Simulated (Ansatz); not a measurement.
**C2H4S, singlet: reading a ladder of total energies**

Geometry: MP2(full)/6-31G*, from the G2/97 set.

```tsv
atom	x (Å)	y (Å)	z (Å)
C	0.0000	-0.7397	-0.8641
S	0.0000	0.0000	0.7917
C	0.0000	0.7397	-0.8641
H	-0.9139	-1.2501	-1.1486
H	0.9139	-1.2501	-1.1486
H	0.9139	1.2501	-1.1486
H	-0.9139	1.2501	-1.1486
```

Basis 6-31G; Ansatz 0.2.0. Correlated methods freeze the noble-gas cores, which leaves 18 electrons in 32 orbitals. Prefix R: restricted or restricted open-shell reference.

Full CI isn't at hand for all of this; RCCSDTQ serves as the reference, and is uncertain by about the last step of the cluster series.

Runs differ by some tens of microhartree through their thresholds, so steps under 0.03 kcal/mol mean nothing.

```json
{"level": "RHF", "total energy (hartree)": "-475.472418"}
{"level": "RMP2", "total energy (hartree)": "-475.707908"}
{"level": "RCCSD", "total energy (hartree)": "-475.737091"}
{"level": "RCCSD(T)", "total energy (hartree)": "-475.743764"}
{"level": "RCCSDT", "total energy (hartree)": "-475.744282"}
{"level": "RCCSDT(Q)", "total energy (hartree)": "-475.744811"}
{"level": "RCCSDTQ", "total energy (hartree)": "-475.744790"}
```

**Question.** What is the correlation energy at RCCSDTQ, and what share of it do RMP2 and RCCSD recover?

**Answer.** E(corr) = -475.744790 − (-475.472418) = -0.272372 hartree = -7.412 eV. RMP2: -0.235490 / -0.272372 = 86.46 %. RCCSD: -0.264673 / -0.272372 = 97.17 %.

**Question.** By how many kcal/mol does RCCSD(T) miss RCCSDTQ (1 hartree = 627.509 kcal/mol), and which steps make up the rest?

**Answer.** -475.743764 − (-475.744790) = 0.001026 hartree = 0.64 kcal/mol. Steps: RCCSDT − RCCSD(T) = -0.33, RCCSDT(Q) − RCCSDT = -0.33, RCCSDTQ − RCCSDT(Q) = 0.01 kcal/mol. That is within 1 kcal/mol of the reference in this basis, which itself misses far more of the correlation at the basis-set limit.
